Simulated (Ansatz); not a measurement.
C₃H₅NO (`C1=NCOC1`). The species carries charge 0 and has multiplicity 1. The geometry is a stationary point of PBE0-D4/def2-TZVP.

```xyz
10

C     0.739   -0.838    0.078
N     0.124   -0.812   -1.025
C    -0.782    0.304   -0.981
O    -0.645    0.948    0.281
C     0.334    0.255    1.016
H     1.489   -1.591    0.304
H    -1.813   -0.047   -1.112
H    -0.545    1.007   -1.789
H    -0.080   -0.139    1.955
H     1.178    0.911    1.273
```

Task: What is the dipole moment at ωB97M-V/def2-TZVPP? (An estimate is asked.)

Result: The calculation gave: 1.53 D, with components (0.87, -0.23, 1.24) D in this frame, pointing from negative to positive charge.

Task: And with PBE, r2SCAN, B3LYP? (Best estimate.)

Result: Ansatz gave: PBE 1.40 D, r2SCAN 1.47 D, B3LYP 1.50 D.

Task: Give the Mulliken charges with ωB97M-V, r2SCAN, PBE in def2-TZVPP. (Estimate.)

Result: Computed: 
```json
{"atom": "C1", "ωB97M-V": "-0.05", "r2SCAN": "0.01", "PBE": "-0.08"}
{"atom": "N2", "ωB97M-V": "-0.21", "r2SCAN": "-0.27", "PBE": "-0.17"}
{"atom": "C3", "ωB97M-V": "0.07", "r2SCAN": "0.24", "PBE": "0.09"}
{"atom": "O4", "ωB97M-V": "-0.32", "r2SCAN": "-0.35", "PBE": "-0.28"}
{"atom": "C5", "ωB97M-V": "0.00", "r2SCAN": "0.16", "PBE": "0.05"}
{"atom": "H6", "ωB97M-V": "0.12", "r2SCAN": "0.07", "PBE": "0.10"}
{"atom": "H7", "ωB97M-V": "0.11", "r2SCAN": "0.04", "PBE": "0.08"}
{"atom": "H8", "ωB97M-V": "0.11", "r2SCAN": "0.04", "PBE": "0.08"}
{"atom": "H9", "ωB97M-V": "0.09", "r2SCAN": "0.03", "PBE": "0.07"}
{"atom": "H10", "ωB97M-V": "0.09", "r2SCAN": "0.03", "PBE": "0.07"}
```

B3LYP here is the variant with VWN-RPA as its local correlation; programs differ in this.
